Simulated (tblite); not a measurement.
Compound: C5H10N (doublet state).
Atom-mapped SMILES: `[CH3:1]/[C:2]=[CH:3]\[C@H:4]([CH3:5])[NH2:6]` (hydrogens: H7, H8, H9 on C1; H10 on C3; H11 on C4; H12, H13, H14 on C5; H15, H16 on N6)
Bond orders are those of one Lewis drawing.

Computed with GFN2-xTB (tblite), gas phase: L-BFGS steps from a force-field or distance-geometry start until the largest atomic force falls under 0.01 eV/Å.

At the end of the run (lengths in Å): N6–H15 1.014, C3–C4 1.534, C1–C2 1.457, C1–H9 1.091, N6–H16 1.015, C1–H7 1.091, C5–H12 1.089, C1–C2–C3 142.6°, C5–C4–N6 114.2°, C2–C3–C4 126.0°, C3–C4–C5 108.7°, C1–C2–C3–C4 0°, C2–C3–C4–C5 -108°, H10–C3–C4–C5 72°, H11–C4–C3–C2 11°.

Question: These geometries were met on the way; a selection of coordinates is given. Order them by energy above the end point, lowest first.
A. N6–H15 1.009, C3–C4 1.552, C1–C2 1.453, C1–H9 1.089, N6–H16 1.013, C1–H7 1.076, C5–H12 1.091, C1–C2–C3 125.9°, C5–C4–N6 106.5°, C2–C3–C4 119.6°, C3–C4–C5 110.0°, C1–C2–C3–C4 2°, C2–C3–C4–C5 -141°, H10–C3–C4–C5 40°, H11–C4–C3–C2 -19°
B. N6–H15 1.013, C3–C4 1.529, C1–C2 1.464, C1–H9 1.093, N6–H16 1.014, C1–H7 1.092, C5–H12 1.088, C1–C2–C3 135.2°, C5–C4–N6 115.4°, C2–C3–C4 121.1°, C3–C4–C5 111.5°, C1–C2–C3–C4 1°, C2–C3–C4–C5 -136°, H10–C3–C4–C5 47°, H11–C4–C3–C2 -18°
C. N6–H15 1.012, C3–C4 1.537, C1–C2 1.474, C1–H9 1.100, N6–H16 1.014, C1–H7 1.092, C5–H12 1.092, C1–C2–C3 132.0°, C5–C4–N6 113.3°, C2–C3–C4 119.8°, C3–C4–C5 110.9°, C1–C2–C3–C4 3°, C2–C3–C4–C5 -138°, H10–C3–C4–C5 45°, H11–C4–C3–C2 -17°
D. N6–H15 1.021, C3–C4 1.520, C1–C2 1.465, C1–H9 1.089, N6–H16 1.021, C1–H7 1.086, C5–H12 1.086, C1–C2–C3 130.6°, C5–C4–N6 109.8°, C2–C3–C4 118.1°, C3–C4–C5 110.4°, C1–C2–C3–C4 2°, C2–C3–C4–C5 -139°, H10–C3–C4–C5 41°, H11–C4–C3–C2 -17°
E. N6–H15 1.066, C3–C4 1.486, C1–C2 1.503, C1–H9 1.131, N6–H16 1.052, C1–H7 1.122, C5–H12 1.115, C1–C2–C3 118.3°, C5–C4–N6 104.5°, C2–C3–C4 124.6°, C3–C4–C5 111.8°, C1–C2–C3–C4 1°, C2–C3–C4–C5 -141°, H10–C3–C4–C5 40°, H11–C4–C3–C2 -21°

Answer: B (0.074 eV), C (0.126 eV), D (0.239 eV), A (0.388 eV), E (0.745 eV).

```tsv
step	E above end (eV)	rms distance from the end, all atoms (Å)	largest force (eV/Å)	rms shift of all bonds from the end (Å)
15	0.074	0.474	0.130	0.003
9	0.126	0.482	0.364	0.006
5	0.239	0.492	0.485	0.009
2	0.388	0.500	1.281	0.012
0	0.745	0.506	2.575	0.030
```

Rows stand in the order of the answer.
